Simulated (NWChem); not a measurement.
Species: hydrogen sulfide (H$_{2}$S); SMILES S

Results from NWChem. The level has its own optimisation; frequencies are unscaled.

Task: Predict the results for Hartree-Fock/3-21G. Quantities: r H–S (Å); highest harmonic frequency (cm⁻¹); lowest (cm⁻¹); zero-point energy (kcal/mol); dipole (D).

Result: The r H–S (Å) is 1.351. The highest harmonic frequency (cm⁻¹) is 2652. The lowest (cm⁻¹) is 1322, the zero-point energy (kcal/mol) is 9.4 and the dipole (D) comes out as 1.83.
